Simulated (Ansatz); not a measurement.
**hcp Ho**

Method: r²SCAN (Ansatz, an electronic-structure program, PAW).

Numerical settings: plane-wave cutoff 500 eV, 24×24×14 k mesh (along the axes of the cell as run), Fermi–Dirac smearing 0.1 eV, spin-polarised with parallel moments, scalar-relativistic PAW data made under PBE.

Cell (relaxed at this level):

```
Ho
1.0
    1.81246    -3.13927     0.00000
    1.81246     3.13927     0.00000
    0.00000     0.00000     5.82481
Ho
2
Cartesian
  1.81246   1.04642   1.45620
  1.81246  -1.04642   4.36860
```

```json
{
  "magnetic moment per atom (the cell's total over its atoms)": "4.52 μB"
}
```

Note: the 4f shell is treated without U or exact exchange, so its levels and filling can be wrong; the collinear magnetic order is the start's and need not be the measured one.

Moments are spin moments.

Spin–orbit coupling is not included.

Static lattice: no zero-point or thermal effects.
